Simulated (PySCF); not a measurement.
HF beside CCSD(T) along the third period: bonds to P

HF and CCSD(T) in PySCF with x2c-SVPall on every atom, spin-free X2C, for the lowest determinant that a PBE0 search found; no spin–orbit coupling.

```tsv
molecule	state (unpaired electrons)	HF Re (Å)	HF ωe (cm⁻¹)	HF De (eV)	CCSD(T) Re (Å)	CCSD(T) ωe (cm⁻¹)	CCSD(T) De (eV)
NaP	triplet (π ↑↑)	2.691	283	0.02	2.733	248	0.75
MgP	quartet (σ ↑, π ↑↑)	2.568	292	0.20	?	?	?
SiP	doublet (π ↑)	2.047	698	1.28	2.098	608	2.93
PS	doublet (π ↑)	1.881	833	1.44	1.927	727	3.52
```

(1) Estimate the CCSD(T) values of MgP by adding the mean shift from HF to CCSD(T) of the other rows, and compare with the calculation.

(2) What are the mean differences of HF from CCSD(T) over the whole series?

In a basis of this size CCSD(T) is itself not converged; it tends to give bonds that are too long and too weak.

Correlated steps freeze the inner cores (6 to 10 orbitals); shallow outer-core shells are correlated. UHF and ROHF references stand side by side, which adds small steps between rows. Weak bonds: MgP. Basis-set superposition, not corrected here, can be much of De in a small basis, most of all at correlated wavefunction levels. UHF is strongly spin-contaminated for PS, SiP, so the ROHF reference used there is far from stable. States were picked by a PBE0 search and need not be the measured ground states.

Results:

(1) The mean shifts are +4.6 pm, -77 cm⁻¹ and +1.49 eV, which give 2.614 Å, 215 cm⁻¹ and 1.69 eV. CCSD(T)/x2c-SVPall gives Re = 2.616 Å, ωe = 253 cm⁻¹, De = 0.26 eV.

(2) Re -4.7 pm, ωe +68 cm⁻¹, De -1.13 eV.
